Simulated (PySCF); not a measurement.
# Level sweep

BFH5N.
Bonds: N1–B2, B2–F3. Hydrogens: H4, H5, H6 on N1; H7, H8 on B2.

PySCF, dipoles from the SCF density, polarisabilities from static response with core orbitals frozen. Geometry: PBE0-D3(BJ)/def2-SVP; no solvent, vibrations or thermal averaging.

The anisotropy is √(½[(α1 − α2)² + (α2 − α3)² + (α3 − α1)²]).

```csv
level,μ (D),α (Å³),anisotropy (Å³)
LDA/def2-SVPD,5.599,4.86,0.53
PBE/def2-SVPD,5.550,4.78,0.52
B3LYP/def2-SVPD,5.627,4.57,0.43
PBE0/def2-SVPD,5.655,4.51,0.42
BHandHLYP/def2-SVPD,5.716,4.32,0.36
CAM-B3LYP/def2-SVPD,5.688,4.49,0.37
wB97X-D/def2-SVPD,5.694,4.48,0.37
LC-wPBE/def2-SVPD,5.745,4.39,0.32
HF/def2-SVPD,5.808,4.08,0.32
PBE0/6-31G*,5.803,3.34,0.30
PBE0/6-31+G*,5.818,4.01,0.29
PBE0/def2-SVP,5.881,3.49,0.32
PBE0/aug-cc-pVDZ,5.577,4.60,0.45
PBE0/def2-TZVP,5.676,4.14,0.33
PBE0/def2-TZVPD,5.571,4.60,0.45
PBE0/aug-cc-pVTZ,5.570,4.63,0.46
```

The dipole runs from 5.55 D (PBE/def2-SVPD) to 5.88 D (PBE0/def2-SVP). No reference polarisability is at hand; against PBE0 in the largest diffuse basis at hand (aug-cc-pVTZ) the other PBE0 rows deviate by 6-31G* -28%, 6-31+G* -14%, def2-SVP -25%, def2-SVPD -3%, aug-cc-pVDZ -1%, def2-TZVP -11%, def2-TZVPD -1%. In one basis (def2-SVPD) the functionals order the polarisability from HF (lowest) to LDA (highest), a spread of 19%. With PBE0 the polarisability is 3.66 Å³ without diffuse functions (mean of 6-31G*, def2-SVP and def2-TZVP) and 4.47 Å³ with them (mean of 6-31+G*, def2-SVPD, aug-cc-pVDZ, def2-TZVPD and aug-cc-pVTZ).

Without π bonds the low states are Rydberg-like; a valence basis with one diffuse set may place them up to an eV too high.
